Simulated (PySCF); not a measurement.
Which determinant of MgO lies lowest?

Unrestricted PBE0; basis Mg x2c-SVPall, O x2c-SVPall; spin-free X2C with a Gaussian nucleus; PySCF 2.14. Outer shells of the fragments: Mg 3s2; O 2s2 2p4.

Followed along the bond (rough minima from three points):

```
2Ms+1  unpaired  ⟨S²⟩ at the start  R at minimum (Å)  Te (eV)
    3  σ ↑, π ↑               2.01              1.90     0.00
    1  σ ↓, π ↑               1.00              1.89     0.06
    1      none               0.00              1.75     0.41
```

Solutions found at the starting distance of 1.955 Å, counted from the lowest of them; the search is not exhaustive and high or unbound solutions are not listed, so other states can lie among these:

```json
{"2Ms+1": "3", "unpaired": "σ ↑, π ↑", "term": "³Π", "E (eV)": "0.00", "⟨S²⟩": "2.01", "⟨Lz²⟩": "1.01", "μ (D)": "-3.10"}
{"2Ms+1": "1", "unpaired": "σ ↓, π ↑", "term": "mixed", "E (eV)": "0.07", "⟨S²⟩": "1.00", "⟨Lz²⟩": "1.01", "μ (D)": "-3.18"}
{"2Ms+1": "1", "unpaired": "none", "term": "¹Σ⁺", "E (eV)": "0.75", "⟨S²⟩": "0.00", "⟨Lz²⟩": "0.00", "μ (D)": "-7.24"}
{"2Ms+1": "3", "unpaired": "π ↑↑", "term": "mixed", "E (eV)": "3.07", "⟨S²⟩": "2.00", "⟨Lz²⟩": "2.01", "μ (D)": "-4.13"}
{"2Ms+1": "1", "unpaired": "π ↑↓", "term": "mixed", "E (eV)": "3.17", "⟨S²⟩": "1.06", "⟨Lz²⟩": "2.01", "μ (D)": "-3.69"}
{"2Ms+1": "3", "unpaired": "π ↑↑", "term": "mixed", "E (eV)": "3.20", "⟨S²⟩": "2.00", "⟨Lz²⟩": "2.00", "μ (D)": "-3.99"}
{"2Ms+1": "3", "unpaired": "π ↑↑", "term": "³Σ⁻", "E (eV)": "3.34", "⟨S²⟩": "2.01", "⟨Lz²⟩": "0.00", "μ (D)": "3.15"}
{"2Ms+1": "1", "unpaired": "π ↑↓", "term": "mixed", "E (eV)": "4.12", "⟨S²⟩": "1.00", "⟨Lz²⟩": "2.00", "μ (D)": "3.14"}
{"2Ms+1": "3", "unpaired": "σ ↓, π ↑↑↑", "term": "mixed", "E (eV)": "5.87", "⟨S²⟩": "3.00", "⟨Lz²⟩": "1.01", "μ (D)": "2.43"}
{"2Ms+1": "1", "unpaired": "none", "term": "mixed", "E (eV)": "6.35", "⟨S²⟩": "0.00", "⟨Lz²⟩": "2.00", "μ (D)": "3.13"}
```

A term symbol is given only where ⟨S²⟩ and ⟨Lz²⟩ are close to those of a pure state; real π, δ and φ orbitals otherwise mix terms. A positive dipole means Mg(−)O(+).

Counting both spins, an empty level lies below a filled one in some of these solutions, because spin and occupation are held.
